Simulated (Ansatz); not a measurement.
1T (CdI2-type) ZrSe2

Method: PBE-D4 in Ansatz (plane waves, PAW).

Run with plane-wave cutoff 500 eV, 12×12×6 k mesh (along the axes of the cell as run), Fermi–Dirac smearing 0.05 eV, scalar-relativistic PAW data made under PBE.

Cell (relaxed at this level):

```
CELL_PARAMETERS angstrom
      1.87547    -3.24841     0.00000
      1.87547     3.24841     0.00000
      0.00000     0.00000     6.12597
ATOMIC_POSITIONS crystal
  Zr 0.00000 0.00000 0.00000
  Se 0.33333 0.66667 0.26033
  Se 0.66667 0.33333 0.73967
```

For 1T (CdI2-type) ZrSe2, the equilibrium volume per atom comes out as 24.88 Å³/atom and the equilibrium lattice constant a is 3.751 Å. The c axis length is 6.126 Å.

Measured, for comparison: lattice constant a 3.77 Å (temperature not stated, no zero-point or thermal correction; as tabulated in Björkman (2014), arXiv:1406.2436); lattice parameter c 6.122 Å (temperature not stated, zero-point anharmonic expansion removed (computed with revB86b-DF2); no thermal correction; as tabulated in Björkman (2014), arXiv:1406.2436). Computed (rounded) less measured: lattice constant a -0.5 %, lattice parameter c +0.1 %. A static lattice is as a rule a little smaller and stiffer than an uncorrected measurement, which narrows the difference in the lattice constant a and would widen misses of the other sign.

Static lattice: no zero-point or thermal effects.

Computing time: roughly 90 core-seconds.

Ansatz is a first-principles code.
